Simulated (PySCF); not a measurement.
SiCl₂ + HCl → SiHCl + Cl₂

Level: PBE0 in the def2-TZVP basis family, all electrons, no relativity, computed in PySCF with density fitting; open shells unrestricted.

```tsv
species	state and structure	E (Eh)	ZPE (kJ/mol)	H(298 K) − H(0) (kJ/mol)	S° (J/(mol K))
SiCl₂	singlet, C2v, Si–Cl 2.078 Å (×2); Cl–Si–Cl 101.4°	-1209.57210	7.4	12.5	281.6
HCl	singlet, C∞v, H–Cl 1.279 Å	-460.66440	17.9	8.7	186.6
SiHCl	singlet, Cs, Si–Cl 2.077 Å, Si–H 1.529 Å; Cl–Si–H 94.7°	-750.02673	20.1	10.7	251.2
Cl₂	singlet, D∞h, Cl–Cl 1.982 Å	-920.08940	3.5	9.1	222.5
```

**Question.** What is the electronic reaction energy?

**Answer.** At PBE0/def2-TZVP, ΔE = 316.0 kJ/mol from the differences of the total energies times 2625.5, uphill. 

**Question.** Add zero-point, thermal and entropy terms for 298.15 K and 1 bar.

**Answer.** ΔZPE = -1.7 and Δ[H(298) − H(0)] = -1.4 kJ/mol give ΔH° = 312.9 kJ/mol. ΔS° = 5.5 J/(mol K), so ΔG° = 312.9 − 298.15 × (0.0055) = 311 kJ/mol.

Only the bonding shown was studied: isomers, or loss of a ligand pair, can lie lower.
